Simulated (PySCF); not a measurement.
## SiH2

SiH2 is a silylene (divalent Si1, bonded to 2 H), neutral, singlet. The structure was relaxed in the gas phase by PBE0-D3(BJ)/def2-SVP. No frequency run checks that it is a minimum.

The lowest triplet lies only 1.07 eV up at this geometry (Tamm-Dancoff CAM-B3LYP/def2-SVPD). Shieldings at and next to the centre that carries it rest on this small gap and are unreliable.

SMILES: [SiH2]

```xyz
3

Si   -0.513   -0.027    0.515
H    -0.372    0.695   -0.832
H     0.850   -0.706    0.331
```
Atoms count from 1 in this order.

Shieldings: GIAO PBE0/pcSseg-2. Shifts are against computed references at the same level: H TMS (σ 31.24 ppm), Si TMS (σ 341.3 ppm). Core levels by delta-SCF with SCAN, pcX-2 on the ionised atom and pcseg-1 elsewhere, spin-free X2C (2p3/2 is the spin-free 2p value less a third of a first-order spin-orbit splitting); from the vacuum level, for chosen atoms.

(1) Give the shieldings and core levels atom by atom.

(2) By CAM-B3LYP/def2-SVPD (TDDFT singlets, Tamm-Dancoff triplets, ionisation by delta-SCF), where does absorption start, and what does vertical ionisation take?

Answers

(1) 
```
atoms  bonded to  σ (ppm)  δ (ppm)  core level (eV)
  Si1        2 H   -502.9    844.2     2p3/2 108.23
H2 H3       1 Si    16.49    14.75                -
```

Values are those of this one static structure; atoms that internal rotation interchanges would show their mean in an NMR spectrum.

(2) The lowest singlet lies at 2.30 eV (f 0.012), the strongest of the first 6 at 7.02 eV (f 0.234), the lowest triplet at 1.07 eV; vertical ionisation takes 9.45 eV.
